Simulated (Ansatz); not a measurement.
**C4H5ClO: ranking of conformers**

The task is a ranking of conformers, for C4H5ClO. SMILES: C=COC(=C)Cl.

Program: Ansatz 0.2.0 through its Python package. Level of theory: PBE/6-31G*. These are calculated values, not measurements.

## 1. Starting point

The script builds its own geometries from the SMILES C=COC(=C)Cl.

No structure file is read: the coordinates are typed or built in the script.

## 2. The code

conformers_c4h5clo.py

```python
"""Rank force-field conformers of C4H5ClO by single points."""

import ansatz
from rdkit import Chem
from rdkit.Chem import AllChem

rd = Chem.AddHs(Chem.MolFromSmiles("C=COC(=C)Cl"))
ids = list(AllChem.EmbedMultipleConfs(rd, numConfs=20, randomSeed=419, pruneRmsThresh=0.4))
field = [energy for _, energy in AllChem.MMFFOptimizeMoleculeConfs(rd)]
distinct = {round(e, 2): i for i, e in zip(ids, field)}
chosen = sorted(distinct.items())[:3]
found = []
for force_field, index in chosen:
    molecule = ansatz.Crystal.molecule()
    for atom, xyz in zip(rd.GetAtoms(), rd.GetConformer(index).GetPositions()):
        molecule = molecule.atom(atom.GetSymbol(), xyz.round(5).tolist())
    model = molecule.calculation()
    model = model.basis(gaussian="6-31G*")
    model = model.functional("PBE")
    model = model.accuracy("high").scf(lower_state_search="off")
    found.append(model.run(threads=1, pin="off").report["free_energy_ev"])
print("conformer   MMFF (kcal/mol)   this level (eV)")
for (force_field, index), e in zip(chosen, found):
    print(f"{index:9d} {force_field - chosen[0][0]:17.2f} {(e - min(found)):17.3f}")
```

## 3. The input behind the calls

The package turns the script's settings into the engine's input (first run):

```yaml
crystal:
  periodic: [false, false, false]
  atoms:
    - { symbol: C, position_ang: [-2.32258, -0.51559, 0.56736] }
    - { symbol: C, position_ang: [-1.21944, 0.11547, 0.15979] }
    - { symbol: O, position_ang: [0.03283, -0.36069, 0.44927] }
    - { symbol: C, position_ang: [1.16943, 0.39592, 0.19126] }
    - { symbol: C, position_ang: [2.34525, -0.22849, 0.06393] }
    - { symbol: Cl, position_ang: [1.14873, 2.12998, 0.12055] }
    - { symbol: H, position_ang: [-3.30639, -0.13311, 0.3191] }
    - { symbol: H, position_ang: [-2.26085, -1.4238, 1.1575] }
    - { symbol: H, position_ang: [-1.25717, 1.0139, -0.43924] }
    - { symbol: H, position_ang: [2.40334, -1.30921, 0.13208] }
    - { symbol: H, position_ang: [3.26686, 0.31563, -0.10902] }
accuracy: high
basis:
  gaussian:
    orbitals: "6-31G*"
hamiltonian:
  xc: pbe
scf:
  lower_state_search: "off"
```

## 4. Launch

The run is started by

```
$ python conformers_c4h5clo.py
```

Without the output at hand: what should come out? Wanted: lowest; next above it by.

The runs gave:

| quantity | value |
| --- | --- |
| runs compared | 3 |
| lowest | run 1 |
| next above it by | 0.006 eV |

**Reading.** The structures are force-field minima, not relaxed at this level. Of those tried, run 1 is lowest; run 2 lies 0.006 eV above it, too close to rank at these settings. The conformers keep their force-field geometries.
